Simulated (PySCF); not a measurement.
Computed NMR parameters against published values

Geometry:
```json
{"atom": "C1", "x (Å)": "-1.668", "y (Å)": "-0.130", "z (Å)": "0.054"}
{"atom": "N2", "x (Å)": "-0.242", "y (Å)": "0.040", "z (Å)": "-0.033"}
{"atom": "C3", "x (Å)": "0.716", "y (Å)": "-0.772", "z (Å)": "0.522"}
{"atom": "C4", "x (Å)": "1.922", "y (Å)": "-0.208", "z (Å)": "0.174"}
{"atom": "N5", "x (Å)": "1.724", "y (Å)": "0.919", "z (Å)": "-0.572"}
{"atom": "C6", "x (Å)": "0.424", "y (Å)": "1.039", "z (Å)": "-0.677"}
{"atom": "H7", "x (Å)": "-2.009", "y (Å)": "-0.091", "z (Å)": "1.100"}
{"atom": "H8", "x (Å)": "-2.161", "y (Å)": "0.680", "z (Å)": "-0.500"}
{"atom": "H9", "x (Å)": "-1.979", "y (Å)": "-1.090", "z (Å)": "-0.385"}
{"atom": "H10", "x (Å)": "0.459", "y (Å)": "-1.656", "z (Å)": "1.099"}
{"atom": "H11", "x (Å)": "2.921", "y (Å)": "-0.561", "z (Å)": "0.427"}
{"atom": "H12", "x (Å)": "-0.108", "y (Å)": "1.829", "z (Å)": "-1.209"}
```

The experiment to reproduce: δ ¹⁵N N5 -111.5; N2 -225.0 ppm (measured; solution, cyclohexane; M. Witanowski, Z. Biedrzycka, W. Sicinska, Z. Grabowski, J. Magn. Reson. 131 (1998) 54).

Gas phase, single conformer, non-relativistic, rapidly exchanging positions averaged. NMR shieldings at PBE0/pcSseg-1/GIAO; geometry: PBE0-D3(BJ)/def2-SVP; PySCF 2.14.

**Question.** How close does the calculation come?

**Answer.** 
Reference values: measured (solution, cyclohexane; M. Witanowski, Z. Biedrzycka, W. Sicinska, Z. Grabowski, J. Magn. Reson. 131 (1998) 54).
```csv
atoms,quantity,reference,computed,"computed, scaled"
N5,δ ¹⁵N vs neat liquid CH3NO2,-111.5,–,-114.9
N2,δ ¹⁵N vs neat liquid CH3NO2,-225.0,–,-223.5
```

Computed shifts are σ(ref) − σ with the named reference compound (TMS for H and C) calculated as an isolated molecule at the same level. The measured values may be among those fitted. Shieldings were converted by a linear fit to measured shifts: ¹⁵N: δ = -150.47 − 0.916σ (rms 7.2 ppm, 77 shifts vs CH3NO2, solution or neat liquid). A few per cent of atoms miss by over 2 rms, more outside the fitted compound classes.
